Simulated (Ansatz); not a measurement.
# C2H2FNS: one species, many methods

One table from this session's results is given with a row withheld; the runs are named, their logs left out.

The runs use Ansatz 0.2.0, Gaussian basis; functionals in def2-TZVPP, the program's frozen cores in correlated methods.

Levels to be run: LDA (SPW92), PBE-D4, revPBE-D4, BLYP-D4, r2SCAN-D4, B97M-V, PBE0-D4, B3LYP-D4, r2SCANh-D4, r2SCAN0-D4, HSE06-D4, BHLYP-D4, CAM-B3LYP-D4, LC-ωPBE, ωB97X-V, ωB97M-V, B2PLYP, PBE-QIDH; CCSD(T)/def2-SVP; CCSD(T)/def2-TZVPP; MP2/def2-QZVPP; extrapolation to the limit; RPA on PBE.

## The relaxed structure

The geometry comes from an earlier relaxation with PBE0-D4 in a triple-zeta def2 set; it is a stationary point, not always the lowest conformer.

SMILES `FC1=NCS1`, 7 atoms, charge 0, spin multiplicity 1.

Atoms are counted from 1 here; the program's logs count them from 0.

Bond lengths: F1–C2 1.304 Å, C2–N3 1.267 Å, C2–S5 1.740 Å, N3–C4 1.461 Å, C4–S5 1.853 Å, C4–H6 1.089 Å, C4–H7 1.089 Å. Angles: F1–C2–N3 127.0°, F1–C2–S5 126.5°, N3–C2–S5 106.5°, C2–N3–C4 93.2°, N3–C4–S5 93.3°, N3–C4–H6 113.2°, N3–C4–H7 113.2°, S5–C4–H6 111.8°, S5–C4–H7 111.8°, H6–C4–H7 112.1°, C2–S5–C4 67.0°.

The first run:

in.yaml reads:

```yaml
crystal:
  periodic: [false, false, false]
  atoms:
    - {symbol: F, position_ang: [-1.061617, -2.118954, 0.356773]}
    - {symbol: C, position_ang: [-0.502878, -0.961315, 0.136035]}
    - {symbol: N, position_ang: [0.548263, -0.505760, 0.677234]}
    - {symbol: C, position_ang: [0.485667, 0.749053, -0.068008]}
    - {symbol: S, position_ang: [-1.060456, 0.264339, -0.966456]}
    - {symbol: H, position_ang: [0.328348, 1.618732, 0.568232]}
    - {symbol: H, position_ang: [1.323971, 0.885804, -0.749511]}
basis:
  gaussian: {orbitals: def2-TZVPP}
hamiltonian: {xc: lda}
output: {orbitals: {seedname: orbitals}}
```

On the command line:

```console
ansatz run in.yaml --threads 2 --pin off --events-out ev --progress --plain --max-ram 4352MiB
```

Among the steps run: LDA; PBE-D4 (GGA); revPBE-D4 (GGA); BLYP-D4 (GGA); r2SCAN-D4 (meta-GGA); B97M-V (meta-GGA); B3LYP-D4 (hybrid); r2SCANh-D4 (hybrid); r2SCAN0-D4 (hybrid); HSE06-D4 (hybrid); BHLYP-D4 (hybrid); CAM-B3LYP-D4 (range-separated); LC-ωPBE (range-separated); ωB97X-V (range-separated); ωB97M-V (range-separated); B2PLYP (double hybrid); PBE-QIDH (double hybrid).

One of the session's tables, all rows but one given; the rest of the session is left out.

It belongs to the step «Orbital energies across the functionals». 

| functional | HOMO (eV) | gap (eV) |
| --- | --- | --- |
| LDA (SPW92) | -6.57 | 4.39 |
| PBE-D4 | -6.39 | 4.43 |
| revPBE-D4 | -6.33 | 4.46 |
| BLYP-D4 | -6.24 | 4.38 |
| r2SCAN-D4 | -6.65 | 4.88 |
| B97M-V | -6.69 | 5.00 |
| PBE0-D4 | -7.62 | 6.69 |
| B3LYP-D4 | -7.39 | 6.18 |
| r2SCANh-D4 | -7.11 | 5.71 |
| r2SCAN0-D4 | -7.79 | 6.97 |
| HSE06-D4 | -7.22 | 5.90 |
| BHLYP-D4 | ? | ? |
| CAM-B3LYP-D4 | -8.96 | 9.16 |
| LC-ωPBE | -10.35 | 11.83 |
| ωB97X-V | -9.96 | 11.31 |
| ωB97M-V | -9.80 | 10.99 |

Estimate the missing values for BHLYP-D4.

Worked estimate for «HOMO (eV)». Against the share of exact exchange, BLYP-D4 (0, -6.24), B3LYP-D4 (0.2, -7.39) give a slope of -5.75 per unit share; at 0.5 the line stands at -9.11.

As computed: HOMO (eV): -8.71; gap (eV): 8.84. In «HOMO (eV)» the line misses by -0.40.
